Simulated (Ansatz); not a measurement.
Relaxed structures of CH2BSi, doublet (PBE0-D4/def2-TZVP; forces vanish, vibrations not checked; lower isomers may exist, and structures with a doubtful reference or unclear bonds are left out; Å). Ansatz 0.2.0; basis: def2-TZVPP; cores frozen in the correlated methods; orbitals are unrestricted.

Q: Rank them by CCSD(T) energy, lowest first, and give each one's height above the lowest. Links in brackets join atoms within 1.22 times the sum of their covalent radii (1.1 for two metals). (Judge from chemistry; the value comes from the calculation.)
A.
CH₂BSi ([BH][C][SiH])
```
5
angstrom
B -1.0206 -1.0057 -0.2044
C -0.0597 -0.0589 -0.0079
Si 1.0682 1.1479 -0.3509
H -1.8482 -1.8316 -0.3104
H 1.8248 1.7244 0.8201
```
B.
CH₂BSi ([B]1[CH][SiH]1)
```
5
angstrom
B -0.3675 -0.6989 1.3014
C -0.5499 -0.5420 -0.1278
Si 0.6837 0.6190 0.3842
H -1.1101 -0.9198 -0.9722
H 1.3438 1.5418 -0.5856
```
C.
CH₂BSi ([BH]1[CH][Si]1)
```
5
angstrom
B 0.4752 0.4989 -0.0152
C -0.5231 -0.4999 -0.1849
Si -0.2770 -0.6694 1.5626
H -1.1008 -0.9007 -1.0098
H 1.2742 1.3594 -0.1302
```

A: The calculation gives: C (0.000 eV), A (1.217 eV), B (1.651 eV). Heights count from the lowest.

No T1 diagnostic of these runs exceeds 0.029. ⟨S²⟩ of the unrestricted Hartree–Fock references: 0.79 to 0.82 (a pure state has 0.75). The unrestricted reference is spin-contaminated, which hurts MP2 most.

For scale, one of the runs: CCSD(T)/def2-TZVPP, 132 basis functions, launched by `ansatz run in.yaml --threads 2 --pin off --events-out ev --progress --plain --max-ram 4352MiB`. Time: 14 s of wall clock on 2 CPU threads of an Intel Xeon 6975P-C; the host was shared. Peak host memory: 1.5 GiB.
